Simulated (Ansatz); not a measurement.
Computed with Ansatz on PBE0-D4/def2-TZVP structures; ΔE is electronic, products minus reactants. CCSD(T)/CBS is the MP2 limit (def2-TZVPP, def2-QZVPP) plus CCSD(T) − MP2 in def2-TZVPP, frozen cores. Functionals use def2-TZVPP. B3LYP here is the variant with VWN-RPA as its local correlation; programs differ in this. HSE06 is defined as in plane-wave codes. No spin–orbit coupling; open shells (•) take unrestricted orbitals. One conformer a species, not always the lowest.

Reaction (isomerisation): `F[SiH]S`• → `F[SiH2][S]`•

`F[SiH]S`•:

```xyz
5

F     0.117    0.056   -1.766
Si    0.505    0.444   -0.259
S    -0.694   -0.564    1.172
H     1.894   -0.035   -0.014
H    -1.823    0.099    0.867
```

`F[SiH2][S]`•:

```xyz
5

F    -0.898   -0.394   -1.300
Si   -0.061    0.091   -0.031
S     1.178   -1.390    0.791
H    -1.031    0.489    1.015
H     0.812    1.203   -0.475
```

```tsv
level	ΔE (kJ/mol)	difference from CCSD(T)/CBS
LDA (SPW92)	11.7	27.3
revPBE-D4	1.8	17.4
r2SCAN-D4	-5.3	10.3
r2SCANh-D4	-7.3	8.3
HSE06-D4	-4.7	10.9
ωB97M-V	-16.5	-0.9
B2PLYP	-15.4	0.2
BLYP	-10.4	5.2
B3LYP	-15.2	0.4
RPA@PBE/def2-TZVPP	-18.6	-3.0
CCSD(T)/def2-SVP	-24.6	-9.0
MP2/def2-TZVPP	-8.4	7.2
SCS-MP2/def2-TZVPP	-18.4	-2.8
CCSD/def2-TZVPP	-23.6	-8.0
MP2/def2-QZVPP	-6.6	9.0
HF/CBS(def2)	-44.8	-29.2
CCSD(T)/CBS	-15.6	0
```

Largest T1 diagnostic among the species: 0.015.

Leaving LDA and LC-ωPBE aside and taking each functional with its dispersion term where it has one, the values, not all of them listed here, spread over 28.6 kJ/mol, from BHLYP-D4 to PBE-D4. LDA lies +9.7 kJ/mol from PBE without D4. From r2SCAN to r2SCAN0 (25 % exact exchange), in def2-TZVPP and without D4, ΔE moves by −5.2 kJ/mol.
